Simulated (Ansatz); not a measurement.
C2H4N2 can be A, `NC#CN`, or B, `NC1=CN1`.

Program: Ansatz. Geometries: PBE0-D4/def2-TZVP. ΔE: electronic, gas phase. CCSD(T)/CBS is the MP2 limit (def2-TZVPP, def2-QZVPP) plus CCSD(T) − MP2 in def2-TZVPP, frozen cores. Functionals use def2-TZVPP. B3LYP here is the variant with VWN-RPA as its local correlation; programs differ in this. One conformer a species, not always the lowest.

(1) Which is lower in electronic energy at CCSD(T)/CBS, and by how much? (An estimate is asked.)

(2) Give E(B) − E(A) in kJ/mol with PBE0-D4, B2PLYP, ωB97M-V, B3LYP-D4, B3LYP, MP2/def2-TZVPP, PBE-D4. (An estimate is asked.)

(3) Does the order hold for the free energy at 298.15 K (harmonic terms from PBE0-D4)? (Estimate.)

Largest T1 diagnostic: 0.015.

Answers

(1) Computed: A, by 124.8 kJ/mol.

(2) Computed: PBE0-D4 120.2, B2PLYP 132.7, ωB97M-V 124.9, B3LYP-D4 131.9, B3LYP 134.3, MP2/def2-TZVPP 127.0, PBE-D4 112.2. None reverses the order clearly.

(3) Ansatz gave: Yes: G(B) − G(A) = +120.4 kJ/mol, for one conformer each.

Leaving LDA and LC-ωPBE aside and taking each functional with its dispersion term where it has one, the values, not all of them listed here, spread over 35.4 kJ/mol, from revPBE-D4 to BHLYP-D4. From r2SCAN to r2SCAN0 (25 % exact exchange), in def2-TZVPP and without D4, E(B) − E(A) moves by +6.8 kJ/mol.
